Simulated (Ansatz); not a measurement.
Compare A (`NCC1CO1`) with its isomer B (`CNC(C)=O`).

Calculated with Ansatz (gas phase, PBE0-D4/def2-TZVP geometries, no zero-point term in ΔE). CBS: MP2 limit from def2 TZ/QZ plus the TZ coupled-cluster correction, frozen cores. Functionals use def2-TZVPP. B3LYP here is the variant with VWN-RPA as its local correlation; programs differ in this. Each species was taken in one conformer, which may not be the lowest.

**Question.** Which is lower in electronic energy at CCSD(T)/CBS, and by how much? (Estimate.)

**Answer.** The calculation gave: B, by 41.6 kcal/mol.

**Question.** Give E(B) − E(A) in kcal/mol with MP2/def2-TZVPP, r2SCAN-D4, PBE-D4, B2PLYP, ωB97M-V, B3LYP-D4, PBE0-D4. (Best estimate.)

**Answer.** The calculation gave: MP2/def2-TZVPP -41.6, r2SCAN-D4 -44.6, PBE-D4 -43.3, B2PLYP -44.9, ωB97M-V -42.5, B3LYP-D4 -46.0, PBE0-D4 -42.4. None reverses the order clearly.

Largest T1 diagnostic: 0.014.

In def2-TZVPP, CCSD(T) changes the Hartree–Fock value by +5.3 kcal/mol (the triples alone add −0.2 kcal/mol) and MP2 by +5.3 kcal/mol. From PBE to PBE0 (25 % exact exchange), in def2-TZVPP and without D4, E(B) − E(A) moves by +0.9 kcal/mol.
